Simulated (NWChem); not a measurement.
Program: NWChem. System: F₃N, charge 0, spin multiplicity 1, displaced from the optimised geometry.

Input file:

```
start mol
memory heap 100 mb stack 700 mb global 1900 mb
geometry units angstroms nocenter noautoz noautosym
  F      0.566602    -0.071385     0.980520
  N     -0.003236     0.474531     0.000000
  F      0.616153    -0.118856    -1.065783
  F     -1.229789    -0.131368     0.000000
end
basis spherical
  * library cc-pvdz
end
scf
  rhf
  nopen 0
  maxiter 100
  thresh 1e-7
  semidirect memsize 60000000 filesize 0
end
tce
  freeze core 4
  cr-ccsd(t)
  2eorb
  2emet 13
  thresh 1e-6
  maxiter 100
  tilesize 24
end
task tce energy
```

The output up to the point where the run's verdict is printed (cleaned and shortened):

```
             Northwest Computational Chemistry Package (NWChem) 7.3.0
             --------------------------------------------------------

                                NWChem Input Module
                                -------------------

 Scaling coordinates for geometry "geometry" by  1.889725989
 (inverse scale =  0.529177249)

                             Geometry "geometry" -> ""
                             -------------------------

 Output coordinates in angstroms (scale by  1.889725989 to convert to a.u.)

  No.       Tag          Charge          X              Y              Z
 ---- ---------------- ---------- -------------- -------------- --------------
    1 F                    9.0000     0.56660200    -0.07138500     0.98052000
    2 N                    7.0000    -0.00323600     0.47453100     0.00000000
    3 F                    9.0000     0.61615300    -0.11885600    -1.06578300
    4 F                    9.0000    -1.22978900    -0.13136800     0.00000000

 Effective nuclear repulsion energy (a.u.)     137.2042623337

            Nuclear Dipole moment (a.u.)
            ----------------------------
        X                 Y               Z
 ---------------- ---------------- ----------------
    -0.8427384224     0.8073589725    -1.4501133627


 Summary of "ao basis" -> "" (spherical)
 ------------------------------------------------------------------------------
       Tag                 Description            Shells   Functions and Types
 ---------------- ------------------------------  ------  ---------------------
 *                          cc-pvdz                   on all atoms

 Summary of "ao basis" -> "ao basis" (spherical)
 ------------------------------------------------------------------------------
       Tag                 Description            Shells   Functions and Types
 ---------------- ------------------------------  ------  ---------------------
 F                          cc-pvdz                  6       14   3s2p1d
 N                          cc-pvdz                  6       14   3s2p1d

                                 NWChem SCF Module
[...]
     2   0 2 0    -14.651990      0.000000      6.801373
     2   0 1 1      0.004327      0.000000      1.821680
     2   0 0 2    -15.044105      0.000000     67.406752

                   NWChem Extensible Many-Electron Theory Module
                   ---------------------------------------------


            General Information
            -------------------
      Number of processors :     1
         Wavefunction type : Restricted Hartree-Fock
          No. of electrons :    34
           Alpha electrons :    17
            Beta electrons :    17
           No. of orbitals :   112
            Alpha orbitals :    56
             Beta orbitals :    56
        Alpha frozen cores :     4
         Beta frozen cores :     4
     Alpha frozen virtuals :     0
      Beta frozen virtuals :     0
         Spin multiplicity : singlet
    Number of AO functions :    56
       Number of AO shells :    24
        Use of symmetry is : off
      Symmetry adaption is : off
         Schwarz screening : 0.10D-09

          Correlation Information
          -----------------------
          Calculation type : Coupled-cluster singles & doubles w/ perturbation
   Perturbative correction : Completely renormalized (T)
            Max iterations :      100
        Residual threshold : 0.10D-05
     T(0) DIIS level shift : 0.00D+00
     L(0) DIIS level shift : 0.00D+00
     T(1) DIIS level shift : 0.00D+00
     L(1) DIIS level shift : 0.00D+00
     T(R) DIIS level shift : 0.00D+00
     T(I) DIIS level shift : 0.00D+00
   CC-T/L Amplitude update :  5-th order DIIS
                I/O scheme : Global Array Library
        L-threshold :  0.10D-05
        EOM-threshold :  0.10D-05
 no EOMCCSD initial starts read in
 TCE RESTART OPTIONS
 SLICE:      F
 D4D5:       F
 quantumc:   F
 qrotation:  F
 pwtce:      F
 qducc:      F
 nacto:                         0
 nrotv:                         0
 nrot:                          0

            Memory Information
            ------------------
          Available GA space size is     249033664 doubles
          Available MA space size is     104854924 doubles

 Maximum block size supplied by input
 Maximum block size        24 doubles

 tile_dim =     20

 -------------------------------------------------

 Global array virtual files algorithm will be used

 Parallel file system coherency ......... OK

 4-electron integrals stored in orbital form

 v2    file size   =          1946690
 4-index algorithm nr.  13 is used
 imaxsize =       30
 imaxsize ichop =        0


CCSD iterations
 ---------------------------------------------------------
 Iter          Residuum       Correlation     Cpu    Wall
 ---------------------------------------------------------
    1   0.2095422681661  -0.7279020080939     0.3     0.3
    2   0.0540635213552  -0.7260571434291     0.3     0.3
    3   0.0186499407956  -0.7375173613039     0.3     0.3
    4   0.0087372124764  -0.7386621723152     0.3     0.3
    5   0.0038744405647  -0.7397828072264     0.3     0.3
    6   0.0016954335186  -0.7401663893544     0.3     0.3
    7   0.0010781990225  -0.7402643900061     0.3     0.3
    8   0.0005736687939  -0.7402920668434     0.3     0.3
    9   0.0004122734956  -0.7402956799041     0.3     0.3
   10   0.0002433029544  -0.7403089335473     0.3     0.3
   11   0.0000318846846  -0.7403242091175     0.3     0.3
   12   0.0000164444284  -0.7403242550001     0.3     0.3
   13   0.0000093450689  -0.7403251050213     0.3     0.3
   14   0.0000061419139  -0.7403249937785     0.3     0.3
   15   0.0000038613480  -0.7403250625435     0.3     0.3
   16   0.0000009330559  -0.7403249692128     0.3     0.3
 -----------------------------------------------------------------
 Iterations converged
 CCSD correlation energy / hartree =        -0.740324969212789
 CCSD total energy / hartree       =      -353.292680939219053

 Singles contributions

 Doubles contributions
 CR-CCSD(T)
```

The program stopped with an error. NWChem stopped with the message: ccsd_t 3.
